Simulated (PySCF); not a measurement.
## Which determinant of LiSi lies lowest?

Unrestricted PBE0; Li STO-3G, Si STO-3G; no relativity (PySCF 2.14). Outer shells of the fragments: Li 2s1; Si 3s2 3p2.

Followed along the bond (rough minima from three points):

```json
{"2Ms+1": "4", "unpaired": "σ ↑, π ↑↑", "⟨S²⟩ at the start": "3.75", "R at minimum (Å)": "2.11", "Te (eV)": "0.00"}
{"2Ms+1": "2", "unpaired": "π ↑", "⟨S²⟩ at the start": "0.75", "R at minimum (Å)": "2.41", "Te (eV)": "0.55"}
{"2Ms+1": "2", "unpaired": "σ ↑, π ↑↓", "⟨S²⟩ at the start": "1.75", "R at minimum (Å)": "2.11", "Te (eV)": "0.70"}
{"2Ms+1": "2", "unpaired": "σ ↓, π ↑↑", "⟨S²⟩ at the start": "1.75", "R at minimum (Å)": "2.12", "Te (eV)": "0.86"}
{"2Ms+1": "2", "unpaired": "σ ↑", "⟨S²⟩ at the start": "0.75", "R at minimum (Å)": "2.11", "Te (eV)": "1.39"}
```

Solutions found at the starting distance of 2.400 Å, counted from the lowest of them; the search is not exhaustive and high or unbound solutions are not listed, so other states can lie among these:

| 2Ms+1 | unpaired | term | E (eV) | ⟨S²⟩ | ⟨Lz²⟩ | μ (D) |
| --- | --- | --- | --- | --- | --- | --- |
| 4 | σ ↑, π ↑↑ | ⁴Σ⁻ | 0.00 | 3.75 | 0.00 | 0.43 |
| 2 | π ↑ | ²Π | 0.23 | 0.75 | 1.00 | 0.52 |
| 2 | σ ↑, π ↑↓ | mixed | 0.68 | 1.75 | 2.00 | 0.55 |
| 2 | σ ↓, π ↑↑ | mixed | 0.82 | 1.75 | 0.00 | 0.22 |
| 2 | σ ↑ | mixed | 1.38 | 0.75 | 2.00 | 1.04 |
| 4 | σ ↑↑, π ↑ | ⁴Π | 1.40 | 3.75 | 1.00 | 7.14 |
| 2 | σ ↑ | ²Σ⁺ | 1.89 | 0.75 | 0.00 | 7.47 |
| 2 | π ↑ | ²Π | 2.58 | 0.82 | 1.00 | 1.69 |

A term symbol is given only where ⟨S²⟩ and ⟨Lz²⟩ are close to those of a pure state; real π, δ and φ orbitals otherwise mix terms. A positive dipole means Li(−)Si(+).

**Question.** Compare the gap between the two lowest followed solutions at the starting distance with the gap between their minima.

**Answer.** At PBE0 the second solution (doublet, unpaired electrons π ↑) lies +0.23 eV from the first (quartet, unpaired electrons σ ↑, π ↑↑) at 2.400 Å and +0.55 eV at the minima; the two curves relax by different amounts, since their minima lie near 2.41 and 2.11 Å.

Counting both spins, an empty level lies below a filled one in some of these solutions, because spin and occupation are held. STO-3G is very small, so such numbers show the basis as much as the molecule.
